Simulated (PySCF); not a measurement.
Compound: C4H11PS.
Atom-mapped SMILES: `[CH3:1][CH:2]([CH3:3])[CH2:4][PH2:5]=[S:6]` (hydrogens: H7, H8, H9 on C1; H10 on C2; H11, H12, H13 on C3; H14, H15 on C4; H16, H17 on P5)

Method: TDDFT PBE0/def2-SVPD, vertical, gas phase, core orbitals frozen in the response in PySCF. Isolated species at its PBE0-D3(BJ)/def2-SVP geometry (one conformer only). Torsions of this conformer, `[CH3:1][CH:2]([CH3:3])[CH2:4][PH2:5]=[S:6]`: C1–C2–C4–P5 -61°, C2–C4–P5–S6 -47°.

```csv
state,λ (nm),E (eV),f,"main configurations (H = HOMO, L = LUMO)"
S1,227.0,5.46,0.015,"H→L (76%), H→L+1 (16%)"
S2,226.2,5.48,0.013,"H-1→L (80%), H-1→L+1 (14%)"
S3,215.9,5.74,0.019,"H-1→L+1 (71%), H-1→L (11%)"
S4,212.6,5.83,0.048,"H→L+1 (66%), H→L (13%), H→L+3 (10%)"
S5,208.6,5.94,0.0041,H→L+2 (90%)
S6,199.2,6.22,0.064,"H-1→L+2 (72%), H→L+3 (12%)"
S7,193.8,6.40,0.0095,"H-1→L+3 (65%), H-1→L+4 (25%)"
S8,188.3,6.58,0.047,"H→L+3 (64%), H-1→L+2 (13%), H→L+1 (8%)"
S9,180.6,6.86,0.0035,"H-1→L+4 (58%), H-1→L+3 (20%), H-1→L+1 (9%)"
S10,179.1,6.92,0.058,H→L+4 (75%)
```

Triplets, Tamm–Dancoff:

| state | E (eV) | λ (nm) | main configurations (H = HOMO, L = LUMO) |
| --- | --- | --- | --- |
| T1 | 4.96 | 250.0 | H→L (38%), H-1→L (25%), H→L+1 (16%) |
| T2 | 4.97 | 249.7 | H-1→L (38%), H→L (26%), H-1→L+1 (16%) |
| T3 | 5.38 | 230.6 | H→L+1 (36%), H-1→L+2 (26%), H→L (10%) |
| T4 | 5.47 | 226.7 | H-1→L+1 (42%), H-1→L (20%), H→L+2 (9%) |

The lowest singlet comes at 227 nm (527 kJ/mol) in the ultraviolet; it is weak; its leading configuration is HOMO→LUMO (76%). The strongest level in the table is S6 at 6.22 eV (199 nm, f = 0.064). Löwdin shares by element: HOMO (one of a set within 0.03 eV) sulfur 73%, phosphorus 15%, carbon 6% or more; LUMO hydrogen 30% or more, sulfur 22%, phosphorus 19% (atoms not listed hold the other 29%). Of the 10 states listed, 7 reach f = 0.01 and none stays under 0.0005. Orbital energies (eV): HOMO-3 -9.70, HOMO-2 -9.41, HOMO-1 -6.70, HOMO -6.67, LUMO 0.04, LUMO+1 0.36, LUMO+2 0.64. The oscillator strengths of these states sum to 0.282; summed over the whole spectrum of an exact calculation they would give the number of electrons, 66 (Thomas–Reiche–Kuhn). The vertical ionisation energy (ΔSCF) is 8.69 eV, 1.77 eV above S10. The window holds the lowest 10 singlets.
